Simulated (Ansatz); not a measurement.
A nudged elastic band was laid between two geometries of C2H8Si + H2 (13 atoms, charge 0, multiplicity 1).

The calculation used RKS revPBE-D4/def2-SVP (Ansatz).

```yaml
movable_images: 7
climbing_image: yes
spring: 5.0 eV/Å²
optimiser: quadratic models (default)
start_path: through a guess of the saddle point
force_threshold: 0.03 eV/Å
iteration_limit: 60
end_points: relaxed
```

First end point:

```xyz
13
Properties=species:S:1:pos:R:3
Si -0.954 -0.244 -0.023
C 0.340 -1.609 0.213
H -2.235 -0.845 -0.548
H -1.268 0.392 1.310
C -0.332 1.080 -1.228
H 1.990 1.436 1.948
H 1.225 1.407 1.990
H -0.021 -2.390 0.914
H 0.573 -2.100 -0.755
H 1.282 -1.190 0.622
H -0.110 0.634 -2.220
H 0.598 1.551 -0.848
H -1.087 1.879 -1.374
```

Last end point:

```xyz
13
Properties=species:S:1:pos:R:3
Si -1.446 0.782 0.328
C 1.547 -1.675 0.607
H -1.807 -0.676 0.219
H -2.723 1.577 0.420
C -0.427 1.339 -1.170
H 1.680 -0.607 0.867
H -0.675 0.985 1.606
H 0.998 -2.184 1.423
H 0.967 -1.758 -0.332
H 2.538 -2.150 0.473
H -0.998 1.190 -2.109
H 0.516 0.762 -1.242
H -0.170 2.415 -1.091
```

Question: What changes between the two ends?

Answer: Bonds broken: Si1–C2, H6–H7. Bonds formed: Si1–H7, C2–H6. C2H8Si + H2 becomes CH4 + CH6Si.

Question: What energy profile does the band end with?

Answer: It converged. The highest image is number 4 of 0 to 8, 270.3 kJ/mol above the first end and 298.6 kJ/mol above the last; the last end lies 28.2 kJ/mol below the first. The profile has 2 maxima (images 1, 4) with wells between them (image 2): this band takes more than one step, which may be the mechanism or a detour left from its start path. Neighbouring images differ by up to 2.6 eV, so the band resolves the path poorly. A vibrational analysis at the climbing image gives one clearly imaginary mode, 1474i cm⁻¹: a first-order saddle point. The orbitals stay closed-shell, which can raise the energy where a bond breaks towards radicals; this wasn't checked here.

```tsv
image	path coordinate (Å)	energy (kJ/mol)	Si1–C2 (Å)	H6–H7 (Å)	Si1–H7 (Å)
0	0.00	0.0	1.90	0.77	3.40
1	1.69	6.4	1.90	0.77	3.39
2	3.38	0.9	1.90	0.77	3.96
3	5.08	20.0	1.91	0.76	2.91
4	6.77	270.3	2.25	1.18	1.82
5	7.90	63.1	2.92	1.62	1.52
6	9.04	-16.9	3.49	2.06	1.50
7	10.18	-27.2	3.84	2.68	1.51
8	11.32	-28.2	3.88	2.94	1.51
```

Question: What is the geometry of the highest image?

Answer: 
```xyz
13
Properties=species:S:1:pos:R:3:forces:R:3
Si -0.669 0.160 0.179 0.01 0.00 0.01
C 0.819 -1.437 0.708 0.00 0.00 0.00
H -1.355 -1.018 -0.535 0.00 0.00 0.00
H -1.606 0.464 1.316 0.00 0.00 0.00
C -0.422 1.376 -1.249 0.00 0.00 0.00
H 0.791 -0.096 0.971 -0.01 0.01 0.00
H 0.611 1.059 1.102 0.00 0.00 0.00
H 0.102 -2.127 1.191 0.00 0.00 0.00
H 1.055 -1.765 -0.322 0.00 0.00 0.00
H 1.761 -1.425 1.304 0.00 0.00 0.00
H -1.287 1.312 -1.943 0.00 0.00 0.00
H 0.483 1.082 -1.821 0.00 0.00 0.00
H -0.284 2.417 -0.899 0.00 0.00 0.00
```

Run time: 3.5 min on 2 threads of Arm Neoverse V2, on a shared host, peak memory 0.13 GiB.
